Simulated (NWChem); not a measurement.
# CH4O (methanol) at 6 levels

Wanted: a comparison of 6 runs (B3LYP/def2-TZVP, CAM-B3LYP/def2-TZVP, B2PLYP/def2-TZVP, BHLYP/def2-TZVP, M06-2X/def2-TZVP, wB97X/def2-TZVP) of CH4O (methanol). 

The calculation is run with NWChem 7.3.0.

1 further run of the same task is left out (it didn't finish).

### 1 The structure to begin with

CH4O has 6 atoms, charge 0, and is taken as a singlet. As SMILES, `CO`. The O2–H6 distance was set to 1.247 Å, away from the relaxed value.

Bond lengths: C1–O2 1.409 Å, C1–H3 1.090 Å, C1–H4 1.097 Å, C1–H5 1.097 Å. Angles: O2–C1–H3 107.0°, O2–C1–H4 112.4°, O2–C1–H5 112.4°, H3–C1–H4 108.1°, H3–C1–H5 108.1°, H4–C1–H5 108.6°. A long bond or contact: O2–H6 1.247 Å.

### 2 The energy at B3LYP/def2-TZVP (run 1)

The input, nw.nw:

```
start nw
memory 2200 mb

geometry units angstroms noautosym nocenter noautoz
  C    -0.291520   -0.408990   -0.305399
  O    -0.368120    0.114910    1.000401
  H    -1.067820   -1.169990   -0.390599
  H     0.675680   -0.885190   -0.508899
  H    -0.475820    0.352810   -1.073099
  H     0.512100    0.988500    1.129100
end

basis spherical bse
  C library def2-TZVP
  O library def2-TZVP
  H library def2-TZVP
end

dft
  xc b3lyp
  grid xfine
  convergence energy 1e-08
  iterations 100
  mulliken
  print low
end

task dft energy
```

The run is started by

```bash
$ nwchem nw.nw > nw.out
```

Standard output:

```text
[...]
 d= 0,ls=0.0,diis     1   -115.6791494134 -1.55D+02  8.90D-03  5.16D-01     2.1
[...]
 d= 0,ls=0.0,diis     8   -115.7340168059  1.98D-09  1.73D-06  1.23D-07    14.4
         Total DFT energy =     -115.734016805891
      One electron energy =     -235.027599475574
           Coulomb energy =       95.482373540188
    Exchange-Corr. energy =      -15.421102177909
 Nuclear repulsion energy =       39.232311307403
[...]
      Total Density - Mulliken Population Analysis
     ---------------------------------------------
    Atom       Charge   Shell Charges
 -----------   ------   -------------------------------------------------------
    1 C    6     6.13   0.85  1.12  0.53  0.60  0.14  1.31  1.14  0.34  0.03  0.07  0.01
    2 O    8     8.46   0.79  1.18  0.61  0.93  0.35  1.85  1.84  0.89  0.00  0.03  0.00
    3 H    1     0.88   0.28  0.48  0.10  0.02
    4 H    1     0.90   0.28  0.49  0.12  0.02
    5 H    1     0.90   0.28  0.49  0.12  0.02
    6 H    1     0.72   0.19  0.39  0.12  0.02
[...]
```

Wall time 15 s (1 thread of Intel Xeon 6975P-C (Granite Rapids), shared host); peak memory 0.13 GiB.

### 3 A single-point energy at CAM-B3LYP/def2-TZVP (run 2)

The input, mol.nw:

```
start mol
memory 2200 mb

geometry units bohr noautosym nocenter noautoz
  C  -0.55089296 -0.77287909 -0.57712047
  O  -0.69564598  0.21714843  1.89048390
  H  -2.01788735 -2.21096067 -0.73812513
  H   1.27685015 -1.67276667 -0.96167974
  H  -0.89916948  0.66671427 -2.02786321
  H   0.96772875  1.86799427  2.13368977
end

basis "ao basis" spherical bse
  * library def2-TZVP
end

dft
  xc xcamb88 1.00 lyp 0.81 vwn_5 0.19 hfexch 1.00
  cam 0.33 cam_alpha 0.19 cam_beta 0.46
  grid xfine
  convergence energy 1e-08
  direct
  iterations 100
  mulliken
  print low
end

task dft
```

The run is started by

```bash
$ nwchem mol.nw > mol.out
```

Standard output:

```text
[...]
 d= 0,ls=0.0,diis     1   -115.6254197852 -1.55D+02  6.76D-03  5.15D-01     3.9
[...]
 d= 0,ls=0.0,diis     8   -115.6783361537 -2.17D-10  1.62D-06  1.63D-07    29.5
         Total DFT energy =     -115.678336153692
      One electron energy =     -235.025502840917
           Coulomb energy =       95.475878118321
    Exchange-Corr. energy =      -15.361019945565
 Nuclear repulsion energy =       39.232308514469
[...]
      Total Density - Mulliken Population Analysis
     ---------------------------------------------
    Atom       Charge   Shell Charges
 -----------   ------   -------------------------------------------------------
    1 C    6     6.16   0.85  1.12  0.52  0.60  0.15  1.31  1.16  0.34  0.03  0.07  0.01
    2 O    8     8.46   0.79  1.18  0.60  0.91  0.35  1.86  1.83  0.91  0.00  0.02  0.00
    3 H    1     0.88   0.28  0.48  0.11  0.02
    4 H    1     0.90   0.28  0.48  0.12  0.02
    5 H    1     0.90   0.28  0.48  0.12  0.02
    6 H    1     0.71   0.18  0.38  0.11  0.02
[...]
```

It took 30 s on 1 thread of Intel Xeon 6975P-C (Granite Rapids), shared host; peak memory 0.12 GiB.

Runs 3 to 4 aren't shown in full; the table further down has their settings and results.

### 4 A single-point energy at M06-2X/def2-TZVP (run 5)

The input, ch4o.nw:

```
start ch4o
memory stack 880 mb heap 220 mb global 1100 mb

geometry units atomic noautosym nocenter noautoz
  C   -0.55089296  -0.77287909  -0.57712047
  O   -0.69564598   0.21714843   1.89048390
  H   -2.01788735  -2.21096067  -0.73812513
  H    1.27685015  -1.67276667  -0.96167974
  H   -0.89916948   0.66671427  -2.02786321
  H    0.96772875   1.86799427   2.13368977
end

basis spherical bse
  * library def2-TZVP
end

dft
  xc m06-2x
  grid xfine
  convergence energy 1e-08
  maxiter 100
  mulliken
end

task dft energy
```

The run is started by

```bash
$ nwchem ch4o.nw > ch4o.out
```

Standard output:

```text
[...]
          Wavefunction type:  closed shell.
          No. of atoms     :     6
          No. of electrons :    18
[...]
          Charge           :     0
          Spin multiplicity:     1
[...]
          AO basis - number of functions:    86
[...]
              XC Information
              --------------
                       M06-2X Method XC Functional
                     Hartree-Fock (Exact) Exchange  0.540
                        M06-2X Exchange Functional  1.000
                      M06-2X Correlation Potential  1.000
[...]
 d= 0,ls=0.0,diis     1   -115.6228714961 -1.55D+02  6.52D-03  3.96D-01     2.6
[...]
 d= 0,ls=0.0,diis     8   -115.6706765603 -2.53D-09  1.28D-06  9.52D-08    19.5
         Total DFT energy =     -115.670676560323
      One electron energy =     -234.965345842255
           Coulomb energy =       95.414425952109
    Exchange-Corr. energy =      -15.352065184646
 Nuclear repulsion energy =       39.232308514469
[...]
      Total Density - Mulliken Population Analysis
     ---------------------------------------------
    Atom       Charge   Shell Charges
 -----------   ------   -------------------------------------------------------
    1 C    6     6.20   0.85  1.12  0.51  0.62  0.13  1.28  1.26  0.31  0.02  0.08  0.01
    2 O    8     8.49   0.79  1.18  0.60  0.91  0.38  1.82  1.88  0.90  0.00  0.02  0.00
    3 H    1     0.87   0.28  0.47  0.10  0.02
    4 H    1     0.88   0.28  0.47  0.12  0.02
    5 H    1     0.88   0.28  0.47  0.12  0.02
    6 H    1     0.69   0.18  0.38  0.11  0.02
[...]
```

It took 20 s on 1 thread of Intel Xeon 6975P-C (Granite Rapids), shared host; peak memory 0.13 GiB.

### 5 A single-point energy at wB97X/def2-TZVP (run 6)

The input, geom.nw:

```
start geom
title "CH4O energy"
memory stack 880 mb heap 220 mb global 1100 mb
charge 0
geometry noautosym nocenter noautoz
  C       -0.291520      -0.408990      -0.305399
  O       -0.368120       0.114910       1.000401
  H       -1.067820      -1.169990      -0.390599
  H        0.675680      -0.885190      -0.508899
  H       -0.475820       0.352810      -1.073099
  H        0.512100       0.988500       1.129100
end
basis spherical bse
  * library def2-TZVP
end
dft
  xc wb97x
  grid xfine
  convergence energy 1e-08
  maxiter 100
  mulliken
  noprint "final vectors analysis"
end
task dft energy
```

The run is started by

```bash
$ nwchem geom.nw > geom.out
```

Standard output:

```text
[...]
          Wavefunction type:  closed shell.
          No. of atoms     :     6
          No. of electrons :    18
[...]
          Charge           :     0
          Spin multiplicity:     1
[...]
          AO basis - number of functions:    86
[...]
              XC Information
              --------------
                       wb97x  Method XC Functional
                     Hartree-Fock (Exact) Exchange  1.000
                         wb97x Exchange Functional  1.000
                      wb97x Correlation Functional  1.000
[...]
 d= 0,ls=0.0,diis     1   -115.6426431527 -1.55D+02  5.82D-03  4.84D-01     4.5
[...]
 d= 0,ls=0.0,diis     9   -115.6936284874 -9.56D-09  1.93D-06  1.26D-08    38.9
         Total DFT energy =     -115.693628487371
      One electron energy =     -235.018337738662
           Coulomb energy =       95.473993163748
    Exchange-Corr. energy =      -15.381595219860
 Nuclear repulsion energy =       39.232311307403
[...]
      Total Density - Mulliken Population Analysis
     ---------------------------------------------
    Atom       Charge   Shell Charges
 -----------   ------   -------------------------------------------------------
    1 C    6     6.14   0.86  1.12  0.52  0.60  0.15  1.29  1.19  0.32  0.02  0.07  0.01
    2 O    8     8.47   0.79  1.18  0.60  0.92  0.35  1.84  1.86  0.90  0.00  0.03  0.00
    3 H    1     0.88   0.28  0.49  0.10  0.02
    4 H    1     0.90   0.28  0.50  0.11  0.02
    5 H    1     0.90   0.28  0.50  0.11  0.02
    6 H    1     0.70   0.18  0.39  0.10  0.02
[...]
```

Wall time 40 s (1 thread of Intel Xeon 6975P-C (Granite Rapids), shared host); peak memory 0.12 GiB.

### 6 All runs side by side

| run | level | frozen core orbitals | energy (Eh) | wall time |
| --- | --- | --- | --- | --- |
| 1 | B3LYP/def2-TZVP | – | -115.734017 | 15 s |
| 2 | CAM-B3LYP/def2-TZVP | – | -115.678336 | 30 s |
| 3 | B2PLYP/def2-TZVP | 2 | -115.634024 | 16 s |
| 4 | BHLYP/def2-TZVP | – | -115.655905 | 15 s |
| 5 | M06-2X/def2-TZVP | – | -115.670677 | 20 s |
| 6 | wB97X/def2-TZVP | – | -115.693628 | 40 s |

### 7 Outcome

| quantity | value |
| --- | --- |
| run 6: total energy | -115.69363 Eh |
| run 6: dipole moment | 1.80 D |

Over runs 3, 4, 5, 6 the dipole moment (its size) runs from 1.80 D (wB97X/def2-TZVP) to 1.84 D (BHLYP/def2-TZVP). Over runs 3, 4, 5 the HOMO–LUMO gap runs from 9.82 eV (BHLYP/def2-TZVP) to 10.11 eV (B2PLYP/def2-TZVP). A double hybrid's value is that of its SCF part. Totals of different functionals can't be ranked against each other. All runs together took 2.3 min, the longest 40 s.
